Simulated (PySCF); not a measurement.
## Basis-set dependence of population analyses: `c1cc[pH]c1`

Species: C4H5P.
Atom-mapped SMILES: `[cH:1]1[cH:2][cH:3][pH:4][cH:5]1` (hydrogens: H6 on C1; H7 on C2; H8 on C3; H9 on P4; H10 on C5)

PBE0 throughout (PySCF), one geometry, spherical d and f functions. Isolated species at its PBE0-D3(BJ)/def2-SVP geometry, gas phase. Atoms taken as equivalent share a column and are averaged.

Mulliken charges (e):

```csv
basis,functions,C1/C2,C3/C5,P4,H6/H7,H8/H10,H9
pcSseg-0,59,-0.171,-0.689,+0.530,+0.245,+0.263,+0.174
cc-pVDZ,99,+0.011,-0.183,+0.206,+0.013,+0.033,+0.045
aug-cc-pVDZ,164,+0.637,+0.058,+0.116,-0.457,-0.494,+0.397
cc-pVTZ,224,-0.109,-0.220,+0.125,+0.123,+0.119,+0.046
IGLO-III,234,-0.083,-0.267,+0.383,+0.088,+0.103,-0.065
```

IAO charges (e):

```
      basis  functions   C1/C2   C3/C5      P4   H6/H7  H8/H10      H9
   pcSseg-0         59  -0.157  -0.352  +0.338  +0.156  +0.167  +0.034
    cc-pVDZ         99  -0.154  -0.366  +0.407  +0.152  +0.162  +0.005
aug-cc-pVDZ        164  -0.159  -0.372  +0.407  +0.156  +0.167  +0.008
    cc-pVTZ        224  -0.157  -0.378  +0.424  +0.155  +0.166  +0.002
   IGLO-III        234  -0.159  -0.383  +0.438  +0.156  +0.167  -0.001
```

Hirshfeld charges (e):

```tsv
basis	functions	C1/C2	C3/C5	P4	H6/H7	H8/H10	H9
pcSseg-0	59	-0.056	-0.114	+0.134	+0.050	+0.046	+0.012
cc-pVDZ	99	-0.053	-0.108	+0.121	+0.050	+0.050	+0.001
aug-cc-pVDZ	164	-0.060	-0.117	+0.130	+0.056	+0.054	+0.004
cc-pVTZ	224	-0.056	-0.113	+0.121	+0.054	+0.053	+0.002
IGLO-III	234	-0.061	-0.115	+0.137	+0.054	+0.051	+0.004
```

ESP-fitted charges (e):

```tsv
basis	functions	C1/C2	C3/C5	P4	H6/H7	H8/H10	H9
pcSseg-0	59	-0.108	-0.251	-0.090	+0.138	+0.188	+0.155
cc-pVDZ	99	-0.091	-0.227	-0.057	+0.121	+0.170	+0.110
aug-cc-pVDZ	164	-0.099	-0.218	-0.068	+0.126	+0.169	+0.111
cc-pVTZ	224	-0.094	-0.225	-0.059	+0.124	+0.171	+0.107
IGLO-III	234	-0.097	-0.234	-0.040	+0.126	+0.172	+0.104
```

Some averages cover members that differ in this geometry, most widely: C1/C2, ESP-fitted in aug-cc-pVDZ -0.115 to -0.083; C1/C2, ESP-fitted in IGLO-III -0.112 to -0.081; C1/C2, ESP-fitted in cc-pVTZ -0.109 to -0.080; C1/C2, ESP-fitted in cc-pVDZ -0.105 to -0.077 e.

Question: Which scheme is steadiest as the basis changes?

Answer: Largest range over the bases for any column: Hirshfeld 0.02 e, ESP-fitted 0.05 e, IAO 0.10 e, Mulliken 0.81 e. Hirshfeld charges move least and Mulliken charges most, counted in e.

Question: How much do the charges still move between the two largest bases, cc-pVTZ and IGLO-III?

Answer: At most, over all atoms: Mulliken 0.258 e, IAO 0.014 e, Hirshfeld 0.016 e, ESP-fitted 0.019 e.

Question: What do the same runs give for the total energy, the frontier levels and the dipole moment?

Answer: 
```json
{"basis": "pcSseg-0", "energy (Eh)": "-495.6746", "HOMO (eV)": "-6.96", "LUMO (eV)": "-1.16", "μ (D)": "0.88"}
{"basis": "cc-pVDZ", "energy (Eh)": "-496.4374", "HOMO (eV)": "-6.67", "LUMO (eV)": "-1.04", "μ (D)": "0.75"}
{"basis": "aug-cc-pVDZ", "energy (Eh)": "-496.4461", "HOMO (eV)": "-6.80", "LUMO (eV)": "-1.25", "μ (D)": "0.82"}
{"basis": "cc-pVTZ", "energy (Eh)": "-496.4933", "HOMO (eV)": "-6.77", "LUMO (eV)": "-1.20", "μ (D)": "0.79"}
{"basis": "IGLO-III", "energy (Eh)": "-496.4963", "HOMO (eV)": "-6.78", "LUMO (eV)": "-1.24", "μ (D)": "0.70"}
```

The dipole is fixed by the density alone, so its range of 0.18 D shows that the density itself changes with the basis, not only its division among atoms.
